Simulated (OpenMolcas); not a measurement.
# Exact exchange and the electronic atomisation energy of Cl2 (chlorine)

Cl2: 2 atoms, total charge 0, spin state singlet. SMILES: `ClCl`. Geometry: relaxed at PBE0-D4/def2-TZVP.

The electronic atomisation energy y, in eV, basis aug-cc-pVTZ; a is the functional's share of exact exchange. Programs: OpenMolcas 26.06.

```
functional     program     a  y (eV)
       PBE  OpenMolcas     0    2.76
    r2SCAN  OpenMolcas     0    2.51
     B3LYP  OpenMolcas   0.2       ?
      PBE0  OpenMolcas  0.25    2.52
     BHLYP  OpenMolcas   0.5    2.01
```

Problem. Fit y = c + s·a to the known rows and predict B3LYP.

Solution. 
1. Means of the 4 rows: a = 0.1875, y = 2.450.
2. Σ(Δa)² = 0.17188, Σ(Δa·Δy) = -0.2025, so the slope is -0.2025/0.17188 = -1.1781.
3. Intercept: 2.450 − (-1.1781) × 0.1875 = 2.671. The largest residual of the fit is 0.16.
4. B3LYP: 2.671 + (-1.1781) × 0.2 = 2.44 eV.

The run gave 2.33 eV, so the prediction is off by +0.11 eV, within the scatter of the fit. The rows mix families of semi-local functionals, which the line can't see.
